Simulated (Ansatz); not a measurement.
Ideal-gas functions of C2H3NO (`NC#CO`) at 800 K and 1 bar, from an Ansatz frequency run at PBE0-D4/def2-TZVP.

Molar mass 57.05 g/mol, point group Cs (symmetry number 1), electronic degeneracy 1, moments of inertia 2.382, 137.849, 138.277 u Å². Harmonic wavenumbers (cm⁻¹, unscaled): 214, 231, 382, 392, 443, 617, 833, 1204, 1256, 1399, 1649, 2434, 3559, 3643, 3791.

Use S(trans) = R[1.5 ln M + 2.5 ln T − 1.1517]; rotational temperatures θ = 24.2544 K / I; S(rot) = R[ln(√π/σ · √(T³/θAθBθC)) + 1.5]; for each mode x = 1.438777 ν̃/T, S = R[x/(eˣ − 1) − ln(1 − e⁻ˣ)] and H = RT x/(eˣ − 1); 1 cm⁻¹ = 0.0119627 kJ/mol; R = 8.31446 J/(mol·K).

Question: By hand: the entropy, in J/(mol·K).

Answer: Translation 179.8. Rotation: θ = 10.1824, 0.1759, 0.1754 K, giving 105.4. Vibration, mode by mode: 16.30, 15.68, 11.60, 11.39, 10.42, 7.86, 5.69, 3.35, 3.11, 2.54, 1.78, 0.57, 0.10, 0.09, 0.07, in all 90.5. Electronic 0.0. Sum 375.7 J/(mol·K).

Question: By hand: H − E and G − E in kJ/mol, counted from the electronic energy.

Answer: Zero-point energy ½ × 22047 × 0.0119627 = 131.9; thermal vibration 37.6; translation, rotation and pV give 4 RT = 26.6. H − E = 196.1 kJ/mol, and G − E = 196.1 − 800 × 375.7/1000 = -104.5 kJ/mol.

Vibration gives 24 % of the entropy. The sum counts one conformer and one mirror image; others add a mixing term.
